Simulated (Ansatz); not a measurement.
BH3. Total charge 0; triplet. Geometry r2SCAN-D4/def2-TZVP, that of the neutral singlet; atoms count from 1.

Cartesian coordinates in Å:
```
B 0.0000 0.0000 0.0000
H 0.2155 -0.8092 -0.8485
H -0.9932 -0.0735 0.6553
H 0.7777 0.8827 0.1932
```

At PBE0-D4/def2-TZVP a singlet of charge 0 lies 5.09 eV below the triplet at the same geometry.

(1) Estimate the Mulliken populations from the PBE0/def2-TZVP orbitals of Ansatz.

(2) Where does the spin sit?

## Answers

(1) 
| atom | charge (e) | spin (α − β) |
| --- | --- | --- |
| B1 | -0.46 | 1.42 |
| H2 | 0.10 | 0.08 |
| H3 | 0.26 | 0.42 |
| H4 | 0.10 | 0.08 |
Mulliken values depend strongly on the basis.

(2) Summed by element: B 1.42, H 0.58, of 2 unpaired in all. Largest on single atoms: B1 1.42, H3 0.42, H2 0.08.
